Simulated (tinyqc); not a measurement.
UKS/BLYP in the sto-3g basis, for BH, spin multiplicity 3, step by step. One step of it, computed by the program tinyqc.

Question. Iteration 2: building the Kohn-Sham matrix. J_ij = sum D_kl (ij|kl) with D = D(alpha) + D(beta); F = H + J + V_xc; E = tr D H + tr D J / 2 + E_xc + E_nn.

D(alpha) after iteration 1, lower triangle:
```
            1B 1s      1B 2s    1B 2px    1B 2py    1B 2pz     2H 1s
1B 1s    1.072157
1B 2s   -0.272436   1.040508
1B 2px   0.000000   0.000000  0.000242
1B 2py   0.000000   0.000000  0.015555  0.999758
1B 2pz   0.077885  -0.272115  0.000000  0.000000  0.106630
2H 1s    0.007696  -0.139547  0.000000  0.000000  0.209470  0.866097
```

D(beta) after iteration 1, lower triangle:
```
            1B 1s     1B 2s    1B 2px    1B 2py    1B 2pz     2H 1s
1B 1s    0.982433
1B 2s    0.029045  0.028116
1B 2px   0.000000  0.000000  0.000000
1B 2py   0.000000  0.000000  0.000000  0.000000
1B 2pz  -0.007001  0.018753  0.000000  0.000000  0.013238
2H 1s   -0.078415  0.145597  0.000000  0.000000  0.103446  0.808948
```

core Hamiltonian H = T + V (hartree), lower triangle:
```
             1B 1s      1B 2s     1B 2px     1B 2py     1B 2pz      2H 1s
1B 1s   -12.653902
1B 2s    -3.276966  -3.743019
1B 2px    0.000000   0.000000  -2.925943
1B 2py    0.000000   0.000000   0.000000  -2.925943
1B 2pz   -0.010409  -0.102298   0.000000   0.000000  -2.991620
2H 1s    -0.335930  -0.945295   0.000000   0.000000  -0.971852  -2.126116
```

Two-electron integrals (ij|kl) in chemists' order, unique and non-zero (hartree):
```
(11|11) 2.923513   (21|11) 0.518376   (21|21) 0.109262   (22|11) 0.744229
(22|21) 0.193177   (22|22) 0.544804   (31|31) 0.020264   (32|31) 0.029996
(32|32) 0.120346   (33|11) 0.742491   (33|21) 0.193240   (33|22) 0.544682
(33|33) 0.586773   (41|41) 0.020264   (42|41) 0.029996   (42|42) 0.120346
(43|43) 0.031630   (44|11) 0.742491   (44|21) 0.193240   (44|22) 0.544682
(44|33) 0.523513   (44|44) 0.586773   (51|51) 0.020264   (52|51) 0.029996
(52|52) 0.120346   (53|53) 0.031630   (54|54) 0.031630   (55|11) 0.742491
(55|21) 0.193240   (55|22) 0.544682   (55|33) 0.523513   (55|44) 0.523513
(55|55) 0.586773   (61|11) 0.052111   (61|21) 0.010948   (61|22) 0.019442
(61|33) 0.019360   (61|44) 0.019360   (61|51) 0.000760   (61|52) 0.001418
(61|55) 0.019615   (61|61) 0.001129   (62|11) 0.152485   (62|21) 0.040350
(62|22) 0.128935   (62|33) 0.125043   (62|44) 0.125043   (62|51) 0.004371
(62|52) 0.029007   (62|55) 0.136585   (62|61) 0.004311   (62|62) 0.046529
(63|31) 0.003621   (63|32) 0.017885   (63|53) 0.005111   (63|63) 0.004456
(64|41) 0.003621   (64|42) 0.017885   (64|54) 0.005111   (64|64) 0.004456
(65|11) 0.154965   (65|21) 0.041486   (65|22) 0.139690   (65|33) 0.132557
(65|44) 0.132557   (65|51) 0.007337   (65|52) 0.045697   (65|55) 0.153793
(65|61) 0.004593   (65|62) 0.058540   (65|65) 0.076602   (66|11) 0.331795
(66|21) 0.089278   (66|22) 0.323896   (66|33) 0.306610   (66|44) 0.306610
(66|51) 0.010100   (66|52) 0.092175   (66|55) 0.357977   (66|61) 0.009611
(66|62) 0.160122   (66|65) 0.216930   (66|66) 0.774606
```

nuclear repulsion = 1.66407928 hartree

V_xc(alpha) (hartree), lower triangle:
```
            1B 1s      1B 2s     1B 2px     1B 2py     1B 2pz      2H 1s
1B 1s   -1.913338
1B 2s   -0.290689  -0.445500
1B 2px   0.000000   0.000000  -0.397866
1B 2py   0.000000   0.000000  -0.001485  -0.493238
1B 2pz   0.004210   0.019570   0.000000   0.000000  -0.433679
2H 1s   -0.029079  -0.119672   0.000000   0.000000  -0.139632  -0.510191
```

V_xc(beta) (hartree), lower triangle:
```
            1B 1s      1B 2s     1B 2px     1B 2py     1B 2pz      2H 1s
1B 1s   -1.881102
1B 2s   -0.277538  -0.317044
1B 2px   0.000000   0.000000  -0.303538
1B 2py   0.000000   0.000000  -0.000080  -0.308162
1B 2pz   0.000374  -0.036610   0.000000   0.000000  -0.332920
2H 1s   -0.028047  -0.109686   0.000000   0.000000  -0.138822  -0.505065
```

E_xc = sum of w rho eps_xc = -4.47836310 hartree

Give: Coulomb J; F(alpha); F(beta); total energy of this density.

Answer.

Coulomb J (hartree), lower triangle:
```
         1B 1s   1B 2s  1B 2px  1B 2py  1B 2pz   2H 1s
1B 1s   8.0283
1B 2s   1.6091  3.2560
1B 2px  0.0000  0.0000  3.1951
1B 2py  0.0000  0.0000  0.0010  3.2583
1B 2pz  0.0091  0.1264  0.0000  0.0000  3.3021
2H 1s   0.1625  0.8636  0.0000  0.0000  0.9877  2.7224
```

F(alpha) (hartree), lower triangle:
```
          1B 1s    1B 2s   1B 2px   1B 2py   1B 2pz   2H 1s
1B 1s   -6.5389
1B 2s   -1.9585  -0.9325
1B 2px   0.0000   0.0000  -0.1287
1B 2py   0.0000   0.0000  -0.0005  -0.1608
1B 2pz   0.0029   0.0437   0.0000   0.0000  -0.1232
2H 1s   -0.2025  -0.2014   0.0000   0.0000  -0.1238  0.0861
```

F(beta) (hartree), lower triangle:
```
          1B 1s    1B 2s   1B 2px  1B 2py   1B 2pz   2H 1s
1B 1s   -6.5067
1B 2s   -1.9454  -0.8041
1B 2px   0.0000   0.0000  -0.0344
1B 2py   0.0000   0.0000   0.0009  0.0242
1B 2pz  -0.0009  -0.0125   0.0000  0.0000  -0.0224
2H 1s   -0.2015  -0.1914   0.0000  0.0000  -0.1230  0.0913
```

total energy of this density = -24.611119 hartree
